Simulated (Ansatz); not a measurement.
Born–Oppenheimer molecular dynamics of CH₃NS₂ (7 atoms, charge 0, multiplicity 1). It starts at the highest image of a converged band, a first-order saddle point between two minima.

These are results of RKS B3LYP-D4/6-31G* (Ansatz), not measurements.

- ensemble: NVE (velocity Verlet)
- time step: 0.5 fs
- steps asked: 200
- starting velocities drawn for: 300 K
- seed: 10963

First frame:

```xyz
7
Properties=species:S:1:pos:R:3
N -0.921 0.651 0.482
C 0.060 -0.046 -0.018
S 0.748 -0.996 1.268
S 0.560 0.003 -1.708
H -0.533 -0.013 1.666
H -1.478 1.288 -0.090
H 1.565 -0.886 -1.600
```

Problem. How far do the bonds stretch over the last three quarters of this one trajectory? (Pairs bonded in most of those frames.)

Solution. 
| bond | mean (Å) | spread (Å) | shortest | longest |
| --- | --- | --- | --- | --- |
| N1–C2 | 1.363 | 0.056 | 1.28 | 1.49 |
| N1–H5 | 1.067 | 0.124 | 0.87 | 1.27 |
| N1–H6 | 1.025 | 0.053 | 0.92 | 1.14 |
| C2–S3 | 1.675 | 0.064 | 1.54 | 1.76 |
| C2–S4 | 1.834 | 0.101 | 1.65 | 1.97 |
| S4–H7 | 1.346 | 0.018 | 1.32 | 1.37 |

Mean temperature of the second half: 1551 K. The conserved energy stayed within 2.7 meV per atom of its start (net change 0.58 meV per atom), so the integration is sound. The system heated up, since it started high on the potential surface and ran downhill. A run of 0.1 ps of so small a system gives no equilibrium averages. The orbitals stay closed-shell, which can raise the energy where a bond breaks towards radicals; this wasn't checked here.

The run took 9.9 min on 1 thread of Arm Neoverse V1, with other jobs on the host, peak memory 0.14 GiB.
